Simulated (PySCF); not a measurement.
**Chlorine: a sound run and one with changed settings**

Sound run: Cl [Ne] 3s2 3p5, Cl⁺ [Ne] 3s2 3p4. Calculation: PySCF 2.14, in x2c-TZVPall (5s5p2d1f, 37 functions); the spin-free X2C one-electron Hamiltonian (Gaussian nucleus). In the sound run the correlated levels freeze [Ne]. The sound run starts from symmetry-adapted Hartree-Fock orbitals and uses a fine grid where one is needed.

Changed run: initial guess 1e, at most 50 SCF cycles.

```csv
species,method,sound run (hartree),changed run (hartree),converged
Cl,UHF,-460.88778,-460.88778,yes
Cl,M06-2X,-461.56403,-461.56403,yes
Cl,CCSD(T),-461.07276,-461.07276,yes
Cl⁺,PBE,-460.90659,-460.90659,yes
Cl⁺,MP2,-460.57638,-460.57638,yes
```

Here the plain start reaches the same solutions.
